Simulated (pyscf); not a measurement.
PySCF, gas phase, ωB97X-D3(BJ)/def2-SVP geometries.

Task: For the elementary gas-phase step `[CH3][Al]([CH3])[Cl]` + `[FH]` → `[CH3][Al]([CH3])[F]` + `[ClH]` (singlet surface; Al–Cl, F–H broken, Al–F, Cl–H formed), what barrier and reaction energy does ωB97M-D3(BJ)/def2-TZVP give, measured from the separated reactants?

Result: ΔE‡ = -35.1 kJ/mol, ΔE = -23.4 kJ/mol. Zero-point energy shifts the barrier by -1.6 kJ/mol. It is a four-centre exchange, with an imaginary mode of 511i cm⁻¹. On the reactant side the descent ends in an adduct with a Al–F contact, 57.4 kJ/mol under the separated species and 21.4 kJ/mol under the saddle at ωB97X-D3(BJ)/def2-TZVP. On the product side the descent ends in an adduct with a Al–Cl contact, 39.8 kJ/mol under the separated species and 17.8 kJ/mol under the saddle at ωB97X-D3(BJ)/def2-TZVP. At ωB97M-D3(BJ) the saddle lies under the separated reactants, which points to a path from their complex (located at ωB97X-D3(BJ) alone). At ωB97M-D3(BJ) the saddle lies under the separated products, which points to a path from their complex (located at ωB97X-D3(BJ) alone). What is counted as formed (Al–F) is already present as a longer contact in the reactant adduct; forming that adduct is a step of its own. What is counted as broken (Al–Cl) persists as a longer contact in the product adduct; parting that adduct is a step of its own. One saddle was located; it need not be the lowest between these sides.
